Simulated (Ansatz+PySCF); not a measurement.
The numbers below are computed, except where a source is named.
Input for PySCF 2.14.0:

```python
from pyscf import gto, scf

mol = gto.M(atom="""
O 0.000000 0.000000 -0.390570
H 0.000000 0.000000 3.124560
Li 30.000000 0.000000 -0.399460
H 30.000000 0.000000 1.198380
""", basis='6-31g', charge=0, spin=1)
mf = scf.UHF(mol)
mf.init_guess = 'atom'
mf.kernel()
while True:  # follow internal instabilities
    mo, _, stable, _ = mf.stability(return_status=True)
    if stable: break
    mf.kernel(mf.make_rdm1(mo, mf.mo_occ))
print(mf.converged, mf.e_tot, mf.spin_square()[0])
```

The script is written out from the run's settings.

Output:

```yaml
Converged: yes
Total_energy: -83.25790 hartree
Spin_squared_of_the_determinant: 1.753
```

Caution: the unrestricted determinant is a mixture of spin states.
